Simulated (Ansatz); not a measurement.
# The cluster B₂Cl₂: structure and electronic state

Aim: characterise the cluster B₂Cl₂ as a singlet: its structure, frontier levels and distribution of charge.

The runs use Ansatz 0.2.0, Gaussian basis; RKS PBE0-D4/def2-TZVP.

Levels to be run: relaxation at r2SCAN-D4/def2-TZVP; a search for the lowest solution at PBE0-D4/def2-SVP; a single point at PBE0-D4/def2-TZVP.

2 further runs of the same task are left out: 2 that didn't finish.

### 1 Starting geometry

4 atoms, charge 0, spin multiplicity 1.

Atoms are counted from 1 here; the program's logs count them from 0.

Bond lengths: B1–B2 1.464 Å, B1–Cl3 1.671 Å, B2–Cl4 1.671 Å. Angles: B2–B1–Cl3 179.2°, B1–B2–Cl4 179.4°.

Coordinates:

```xyz
4
charge 0, multiplicity 1
B    -0.4099   -0.6050   -0.0424
B     0.4208    0.5967    0.0547
Cl   -1.3648   -1.9702   -0.1742
Cl    1.3539    1.9784    0.1619
```

The start is a GFN2-xTB geometry.

### 2 Relaxation at r2SCAN-D4/def2-TZVP

Contents of in.yaml:

```yaml
crystal:
  periodic: [false, false, false]
  atoms:
    - {symbol: B, position_ang: [-0.409870, -0.604960, -0.042420]}
    - {symbol: B, position_ang: [0.420790, 0.596720, 0.054690]}
    - {symbol: Cl, position_ang: [-1.364850, -1.970170, -0.174180]}
    - {symbol: Cl, position_ang: [1.353940, 1.978410, 0.161910]}
basis:
  gaussian: {orbitals: def2-TZVP}
hamiltonian: {xc: r2scan, dispersion: d4}
scf: {lower_state_search: "off"}
output: {orbitals: {seedname: orbitals}}
relax: {f_tol: 0.02, max_steps: 100}
```

On the command line:

```
> ansatz run in.yaml --threads 2 --pin off --events-out ev --progress --plain --max-ram 4352MiB
```

Further steps of the session: Searching for the lowest solution, PBE0-D4/def2-SVP; Single point, PBE0-D4/def2-TZVP.

Q: Predict the results of all the runs planned. Wanted: point group; commonest bond; HOMO, LUMO at PBE0-D4/def2-TZVP; dipole at r2SCAN-D4/def2-TZVP.

The runs gave:

```
                       quantity                           value
                    point group                             D∞h
                 commonest bond  B–Cl, 2 of mean length 1.681 Å
HOMO, LUMO at PBE0-D4/def2-TZVP                 -5.28, -3.65 eV
  dipole at r2SCAN-D4/def2-TZVP                          0.00 D
```

**Reading.** The molecule keeps its bonding pattern by the stored test; the atoms moved 0.03 Å (rms). No usable vibrations, so a minimum isn't proven. Whether this spin is the lowest isn't tested here.
